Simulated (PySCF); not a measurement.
**Gas-phase thermal properties of SF₂**

Energies from PySCF (xtb for GFN2), thermal terms from the rigid-rotor harmonic-oscillator model, ideal gas at 1 bar. The comparison is the NASA 1993 polynomial table, which mixes measured and estimated data. 6-31G* has spherical d functions here. All species are closed-shell singlets. B3LYP is the form with VWN-RPA correlation. The harmonic model lacks anharmonicity and excited electronic states, which grow with temperature; levels with a mode under 35 cm⁻¹ are left out. The table's entry may be an old estimate for SF₂ (not checked at source).

```
level           point group  σ  ZPE (kJ/mol)  S°298 (J/mol/K)  Cp298 (J/mol/K)  S°1000 (J/mol/K)  H1000 − H298 (kJ/mol)
--------------  -----------  -  ------------  ---------------  ---------------  ----------------  ---------------------
table                     -  -             -            257.7             44.9             320.3                   37.1
B3LYP/6-31G*            C2v  2          11.8            258.9             45.2             321.6                   37.1
GFN2-xTB                C2v  2          10.0            261.2             47.5             325.7                   38.0
HF/6-31G*               C2v  2          13.4            256.7             43.4             317.9                   36.4
PBE/def2-SVP            C2v  2          11.4            259.5             45.6             322.6                   37.3
PBE0/def2-TZVP          C2v  2          12.3            257.6             44.6             319.9                   36.9
```
σ: rotational symmetry number. Electronic degeneracy used: 1. Frequencies are unscaled.
